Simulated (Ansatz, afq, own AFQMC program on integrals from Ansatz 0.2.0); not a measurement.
**Where AFQMC and coupled cluster stand for CHSi, quartet**

```json
{"atom": "Si", "x (Å)": "0.0000", "y (Å)": "0.0000", "z (Å)": "1.6269"}
{"atom": "C", "x (Å)": "0.0000", "y (Å)": "0.0000", "z (Å)": "-0.2656"}
{"atom": "H", "x (Å)": "0.0000", "y (Å)": "0.0000", "z (Å)": "-1.3613"}
```

Connectivity, by distances: Si–CH.

Basis cc-pVDZ. Only valence electrons are correlated. AFQMC by an in-house program on the Cholesky factors that Ansatz 0.2.0 writes for its CCSD(T) run. ph-AFQMC/CISD is guided by a CISD state made of CCSD amplitudes; releasing the constraint for a short imaginary time cuts its bias at the price of noise, slowly where states lie close. Uncertainties: one standard error, sampling alone.

Determinant: UHF, the one that the program's search chose, which needn't be the lowest solution. The geometry is a point of a scan.

No full CI on the walks' own integrals is used here; CCSDT(Q) serves as the reference and is uncertain by about the last step of the cluster series.

Cautions: lower spins were not checked; unrestricted determinant slightly spin contaminated (⟨S²⟩ 3.81 against 3.75).

* T1 diagnostic: 0.0220
* weight of the determinant in the CISD state: 0.888
* ⟨S²⟩ of the determinant: 3.809
* size of the correlated space: 9 electrons in 31 orbitals

```json
{"level": "MP2", "correlation energy (eV)": "-3.7948"}
{"level": "CCSD", "correlation energy (eV)": "-4.7739"}
{"level": "CCSD(T)", "correlation energy (eV)": "-4.9014"}
```

(1) Estimate where AFQMC with the constraint released lies against CCSD(T) on the same integrals.

(1) 4.9 ± 1.4 kJ/mol below CCSD(T).

Reference: CCSDT(Q), correlation energy -4.941 eV. The released energy is read at 2.40 1/Eh (meV from the phaseless value at times in 1/Eh: -25 ± 11 at 0.24, -16 ± 11 at 0.51, -5 ± 11 at 0.99, 4 ± 13 at 1.62, -23 ± 15 at 2.40).

| level | E − E(reference) (kJ/mol) | share of correlation (%) |
| --- | --- | --- |
| CCSD(T) | 3.8 | 99.20 |
| CCSDT | 0.7 | 99.84 |
| ph-AFQMC/HF | 7.2 ± 4.1 | 98.48 |
| ph-AFQMC/CISD | 1.2 ± 0.8 | 99.75 |
| released AFQMC | -1.1 ± 1.4 | 100.22 |

A walk keeps the symmetry of its determinant, which the program's search chose and which needn't be the lowest solution, so a lower state of the same spin and another symmetry isn't excluded. Released energies are given only where the last usable release times agree within the noise; a slower fall can still hide under it.
